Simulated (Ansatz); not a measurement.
# Si–NH2⁺, singlet in cc-pVDZ: errors against RCCSDT(Q)

Geometry: that of the Si–NH2, doublet, kept fixed.

```xyz
4

Si    0.0000    0.0000    0.6455
N     0.0000    0.0000   -1.0599
H     0.0000    0.8350   -1.6290
H     0.0000   -0.8350   -1.6290
```

Basis cc-pVDZ; Ansatz 0.2.0. Correlated methods freeze the noble-gas cores, which leaves 10 electrons in 36 orbitals. Prefix R: restricted or restricted open-shell reference. Active spaces: valence = (10e, 10o) chosen from the atoms' valence shells.

Full CI isn't at hand for all of this; RCCSDT(Q) serves as the reference, and is uncertain by about the last step of the cluster series.

The UHF ⟨S²⟩ is 0.000 and the T1 diagnostic (RCCSD) is 0.0204. The largest doubles amplitude (RCCSD) is 0.103.

```
                   level  E − E(RCCSDT(Q)) (kcal/mol)  share of correlation (%)  wall time
                     RHF                       168.58                      0.00          –
                    RMP2                        21.34                     87.34          –
                    CISD                        18.62                     88.95     0.93 s
                   RCCSD                         5.97                     96.46          –
                RCCSD(T)                         0.95                     99.44     0.87 s
                 BCCD(T)                         0.94                     99.44     0.48 s
                  RCCSDT                         0.51                     99.70          –
  CASSCF (valence space)                        83.81                     50.28          –
  NEVPT2 (valence space)                        23.18                     86.25        7 s
  MRCISD (valence space)                         5.82                     96.55          –
MRCISD+Q (valence space)                         1.79                     98.94       10 s
```

The correlation energy at RCCSDT(Q), counted from RHF, is -7.310 eV. That run took 3.5 s on 1 thread of Arm Neoverse V1, shared host.

Times hold each run's SCF and search for its determinant on a shared host, so for small cases they say little of a method's own cost; they ran on 1 thread of Arm Neoverse V1.

Natural occupations of CASSCF (valence space) about the gap: 1.984 1.978 1.977 1.961 1.928 0.069 0.039 0.024 0.021 0.020; effectively unpaired electrons, Σ n²(2−n)², 0.06.
